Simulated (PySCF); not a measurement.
# C5H10O (methyl propyl ketone): the cost of one run

The runs use PySCF 2.14.0, with density-fitted response routines of our own; the level of theory stands in each step. All values are computed, except where a source is named. Atoms count from 0, in the outputs and in this text.

## (1) The starting structure

16 atoms, charge 0, multiplicity 1; geometry from: MMFF94s. The atoms were then displaced at random by about 0.03 Å, so the start is not that level's minimum.

Bonds of the start (Å): C0–C1 1.44, C1–C2 1.49, C2–C3 1.63, C3–C4 1.40, C3–O5 1.24, C0–H6 1.17, C0–H7 1.07, C0–H8 1.14, C1–H9 1.06, C1–H10 1.10, C2–H11 1.16, C2–H12 1.13, C4–H13 1.14, C4–H14 1.08, C4–H15 1.13.

## (2) Relaxing the molecule at PBE0-D3(BJ)/def2-SVP

Job settings and geometry (Å):

```
{"job": {"xc": "PBE0", "basis": "def2-SVP", "d3": "d3bj", "grid": 1, "shake": 0.03, "kind": "geom"}, "charge": 0, "multiplicity": 1}
C     -2.328490     0.206800     0.561370
C     -1.252670    -0.485610    -0.095990
C      0.032540     0.237370     0.106760
C      1.363020    -0.484490    -0.506740
C      2.608830     0.127280    -0.356480
O      1.122630    -1.533030    -1.120330
H     -2.455040     1.281960     0.124690
H     -3.285000    -0.231010     0.362190
H     -2.251220     0.395480     1.687820
H     -1.434030    -0.590110    -1.133700
H     -1.216410    -1.492930     0.356390
H      0.309410     0.340350     1.226270
H     -0.031500     1.279280    -0.332320
H      2.804910     0.230280     0.760150
H      3.365700    -0.497610    -0.814170
H      2.612950     1.182040    -0.759470
```

Command:

```bash
OMP_NUM_THREADS=1 python probes_run.py task.json out
```

The driver reads the jobs from task.json and runs them one after another.

Q: Estimate the wall time and peak memory of this first job on 1 thread of Arm Neoverse V2, shared host.

About 37 s, with a peak of 0.51 GiB.
